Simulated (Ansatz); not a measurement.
The input, for Ansatz 0.2.0:

```yaml
crystal:
  periodic: [false, false, false]
  atoms:
    - {symbol: F, position_ang: [0.000000, 0.000000, 0.000000]}
    - {symbol: Ga, position_ang: [0.000000, 0.000000, 1.763700]}
basis:
  gaussian: {orbitals: cc-pVTZ}
magnetization: {spin_polarized: true, initial_magnetization: 2}
correlation: {method: ccsd_t, electrons: outside_noble_gas}
```

```sh
$ ansatz run in.yaml --threads 1 --pin off --events-out ev --progress --plain --max-ram 2393MiB
```

The program prints:

```
478 factors; integrals over basis functions are off by at most 1.4e-3 eV
mean field evaluation 1: about -55038.7944 eV, gradient 1.9e1 eV
mean field evaluation 2: about -55038.8410 eV, gradient 1.9e1 eV
mean field evaluation 4: about -55040.6883 eV, gradient 2.6e0 eV
mean field evaluation 8: about -55040.8498 eV, gradient 3.4e-1 eV
mean field evaluation 16: about -55040.8525 eV, gradient 2.9e-6 eV
mean field evaluation 32: about -55040.8525 eV, gradient 1.1e-3 eV
mean field evaluation 64: about -55040.8358 eV, gradient 7.8e-1 eV
mean field evaluation 96: about -55040.6749 eV, gradient 4.1e0 eV
mean field evaluation 128: about -55037.2225 eV, gradient 5.3e-1 eV
mean field evaluation 160: about -55035.1716 eV, gradient 5.4e-3 eV
mean field evaluation 192: about -55037.9311 eV, gradient 1.4e-3 eV
mean field evaluation 224: about -55037.8314 eV, gradient 2.0e0 eV
mean field evaluation 256: about -55037.1959 eV, gradient 1.6e0 eV
mean field evaluation 288: about -55037.0717 eV, gradient 1.0e-1 eV
mean field -55040.85252794 eV, -2022.7140223720 hartree, gradient 2.9e-6 eV, S^2 2.003937; 9 other end points of the search recorded, 0 dependent functions left out
determinant -55040.85252794 eV, -2022.7140223720 hartree, with singles and doubles -55048.67034550 eV, -2023.0013218683 hartree
determinant -55037.93108096 eV, -2022.6066611757 hartree, with singles and doubles -55046.03319710 eV, -2022.9044084520 hartree
determinant -55037.23387685 eV, -2022.5810393974 hartree, with singles and doubles -55044.39326864 eV, -2022.8441421927 hartree
determinant -55037.07220836 eV, -2022.5750981899 hartree, with singles and doubles -55044.24374338 eV, -2022.8386472406 hartree
15 core orbitals not correlated, not the lowest: weight in the atoms' cores, before any rotation towards them, 0.964 or more for the frozen orbitals, at most 0.044 for the correlated occupied ones
reference -55040.85252794 eV, -2022.7140223720 hartree; 6, 4 occupied and 52, 54 virtual orbitals, 478 factors
second order -7.84576415 eV of doubles, -0.00000000 eV of singles
cycle   1  -7.82515556 eV  change   -9.0e-1 eV  update   2.3e-2
cycle   2  -7.85020604 eV  change   -2.5e-2 eV  update   6.8e-3
cycle   3  -7.85227511 eV  change   -2.1e-3 eV  update   4.4e-3
cycle   4  -7.85360396 eV  change   -1.3e-3 eV  update   1.6e-3
cycle   5  -7.85389000 eV  change   -2.9e-4 eV  update   8.1e-4
cycle   6  -7.85426818 eV  change   -3.8e-4 eV  update   3.0e-4
cycle   7  -7.85431620 eV  change   -4.8e-5 eV  update   1.3e-4
cycle   8  -7.85430663 eV  change    9.6e-6 eV  update   5.2e-5
cycle   9  -7.85429167 eV  change    1.5e-5 eV  update   2.1e-5
cycle  10  -7.85429236 eV  change   -6.9e-7 eV  update   7.2e-6
perturbative correction -0.25070667 eV, -0.0092133000 hartree
Total energy: -55048.95752696 eV, -2023.0118755923 hartree
```

Ran on 1 thread of Arm Neoverse V1, shared host: 9.5 s wall, 0.17 GiB peak host memory.
